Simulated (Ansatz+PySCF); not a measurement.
The numbers below are computed, except where a source is named.
Input for Ansatz (development build ahead of 0.2.0):

```yaml
crystal:
  periodic: [false, false, false]
  atoms:
    - { symbol: C, position_ang: [0.0, 0.0, -0.52281] }
    - { symbol: O, position_ang: [0.0, 0.0, 0.67328] }
    - { symbol: H, position_ang: [0.0, -0.94444, -1.12469] }
    - { symbol: H, position_ang: [0.0, 0.94444, -1.12469] }
basis:
  gaussian: { orbitals: def2-SVP }
hamiltonian:
  xc: pbe
output:
  forces: true
```

The input is written out in the form of the current development build from the run's settings.

Output:

| Item | Value |
| --- | --- |
| Converged | yes |
| Total energy | -114.28299 hartree |
| Spin squared of the determinant | 0.000 |
| Stability test | minimum among restricted orbitals |

Forces (eV/Å):
```json
{"atom": "C1", "Fx": "0.000", "Fy": "0.000", "Fz": "-0.663"}
{"atom": "O2", "Fx": "0.000", "Fy": "0.000", "Fz": "1.173"}
{"atom": "H3", "Fx": "0.000", "Fy": "-0.309", "Fz": "-0.255"}
{"atom": "H4", "Fx": "0.000", "Fy": "0.309", "Fz": "-0.255"}
```
